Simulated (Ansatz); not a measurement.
# How far each method lies from RCCSDTQ for H$_{2}$Si–As, doublet

Geometry: a PBE0/def2-TZVP stationary point for this spin, not checked as a minimum.

```json
{"atom": "Si", "x (Å)": "0.0000", "y (Å)": "0.0000", "z (Å)": "1.5272"}
{"atom": "As", "x (Å)": "0.0000", "y (Å)": "0.0000", "z (Å)": "-0.6362"}
{"atom": "H", "x (Å)": "0.0000", "y (Å)": "1.2259", "z (Å)": "2.3663"}
{"atom": "H", "x (Å)": "0.0000", "y (Å)": "-1.2259", "z (Å)": "2.3663"}
```

Basis cc-pVDZ; Ansatz 0.2.0. Only valence electrons are correlated (noble-gas cores and the filled d shells of p-block atoms frozen), which leaves 11 electrons in 36 orbitals. R marks a restricted (for open shells ROHF) determinant, U an unrestricted one. Active spaces: valence = (11e, 10o) chosen from the atoms' valence shells. No spin–orbit coupling is included, and no scalar relativity.

Full CI isn't at hand for all of this; RCCSDTQ serves as the reference, and is uncertain by about the last step of the cluster series. The frozen core follows each run's orbitals, which can shift R against U totals by a few meV for light atoms and by up to 0.1 eV past Ca.

For open shells CISD is restricted-active-space CI with the open shells as a complete middle space.

```
UHF ⟨S²⟩                          : 1.199
T1 diagnostic (RCCSD)             : 0.0298
largest doubles amplitude (RCCSD) : 0.155
```

| level | E − E(RHF) (eV) |
| --- | --- |
| RMP2 | -4.9904 |
| RCCSD | -5.9309 |
| RCCSD(T) | -6.1732 |

Question: Estimate how far RCCSDTQ in cc-pVDZ lies from RCCSD(T). The table doesn't fix it; the size of (T) and the diagnostics are the guide.

Answer: RCCSDTQ in cc-pVDZ lies 58 meV below RCCSD(T), which is 24 % of the (T) step (-242 meV). A doubles amplitude is large, but (T) still catches most of what CCSD lacks. The miss exceeds 1 kcal/mol.

The other levels:

```tsv
level	E − E(RCCSDTQ) (meV)	share of correlation (%)	wall time
CISD	836	86.59	3.6 s
BCCD(T)	60	99.04	6 s
RCCSDT	18	99.71	–
RCCSDT(Q)	1	99.98	20 s
CASSCF (valence space)	4091	34.34	–
NEVPT2 (valence space)	1020	83.63	7.5 s
MRCISD (valence space)	321	94.84	–
MRCISD+Q (valence space)	19	99.70	11 s (H100)
```

The correlation energy at RCCSDTQ, counted from RHF, is -6.231 eV. That run took 81 s on 2 threads of AMD EPYC 7R13 with a shared H100 80 GB, shared host.

Run but not shown, since their state or frozen core can't be matched to the reference's or they repeat it: UHF, UMP2, UCCSD, UCCSD(T), UCCSDT, UCCSDT(Q).

Times hold each run's SCF and search for its determinant on a shared host, so for small cases they say little of a method's own cost; rows without a card ran on 1 thread of AMD EPYC 7R13.

Natural occupations of CASSCF (valence space) about the gap: 1.981 1.973 1.966 1.890 1.000 0.114 0.042 0.021 0.020; effectively unpaired electrons, Σ n²(2−n)², 1.11.

Atomization energy (electronic, same basis, no zero-point term; atoms at the same level, unrestricted beside the R rows where the molecule is a closed shell, but restricted open-shell past Ca, as are all atoms' steps beyond CCSDT(Q)) at RCCSDTQ: 794.6 kJ/mol. Errors of other levels:

| level | error (kJ/mol) |
| --- | --- |
| RHF | -234.3 |
| RMP2 | -23.8 |
| CISD | -71.2 |
| RCCSD | -22.2 |
| RCCSD(T) | -3.6 |
| BCCD(T) | -3.9 |
| RCCSDT | -1.5 |
| RCCSDT(Q) | 0.0 |
| CASSCF (valence space) | -62.7 |
| NEVPT2 (valence space) | -20.8 |
| MRCISD (valence space) | -23.6 |
| MRCISD+Q (valence space) | -10.5 |

This basis is far from its limit, so the value isn't to be set against a measured one. Truncated CI isn't size-consistent, which counts against it in atomization.
